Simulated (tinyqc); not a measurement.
Orbital energy against energy difference: ionisation energy by orbital energies and by energy differences in the 6-31g basis, for LiH, spin multiplicity 1. Computed by the program tinyqc with PySCF. Command: `OMP_NUM_THREADS=1 python tinyqc.py 110292 110293 out.jsonl`; one thread of a shared host (Intel(R) Xeon(R) Processor @ 2.60GHz), about 4 s.

Geometry (angstrom):
```
atom       x       y       z
Li    0.0000  0.0000  0.0000
H     0.0000  0.0000  1.4400
```

CCSD(T) difference in the same basis = 7.7810 eV

IP-EOM-CCSD = 7.7808 eV

The cation is unrestricted; errors are against CCSD(T) in this basis, not against experiment.

First vertical ionisation energy (eV):
```
method     -e(HOMO)  E(cation) - E  error of -e(HOMO)  error of the difference
HF            8.406        7.28816              0.626                   -0.493
LDA           4.522        8.49433             -3.259                    0.713
PBE           4.517        8.33459             -3.264                    0.554
B3LYP         5.482        8.57860             -2.299                    0.798
PBE0          5.622        8.29352             -2.159                    0.513
CAM-B3LYP     7.045        8.56135             -0.736                    0.780
LC-wPBE       8.374        8.37373              0.593                    0.593
```

Koopmans errs by +0.63 eV and Delta-HF by -0.49 eV: relaxation, 1.12 eV, lowers the value and the missing correlation difference works against it. The PBE level is off by -3.3 eV through the wrong tail of its potential, though its energy difference is off by +0.55 eV; exact exchange deepens the level, and among the orbital energies LC-wPBE comes closest; among the differences HF does.
